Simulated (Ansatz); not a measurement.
# Several solutions for singlet MgS

```xyz
2

Mg    0.0000    0.0000    0.0000
S     0.0000    0.0000    2.9960
```

Basis set: def2-SVP (spherical functions). Charge 0, multiplicity 1.

UHF was run from several starts with Ansatz (development build ahead of 0.2.0).

| run | program | start | converged | energy (hartree) | <S²> |
| --- | --- | --- | --- | --- | --- |
| A | Ansatz | search for the lowest state | yes | -596.91515 | 1.03 |
| B | Ansatz | atomic start, no search | yes | -596.85384 | 0.00 |
| C | Ansatz | stability test followed | yes | -596.91515 | 1.03 |

Q: Which runs reached the lowest solution of this kind, and what is wrong with the others?

A: A, C reached the lowest solution found. Converged but too high: B by 1.67 eV. Convergence only shows a stationary point, and even a stable one can lie too high; stability tests and further starts are what find lower ones. Caution: the unrestricted determinant is a mixture of spin states.
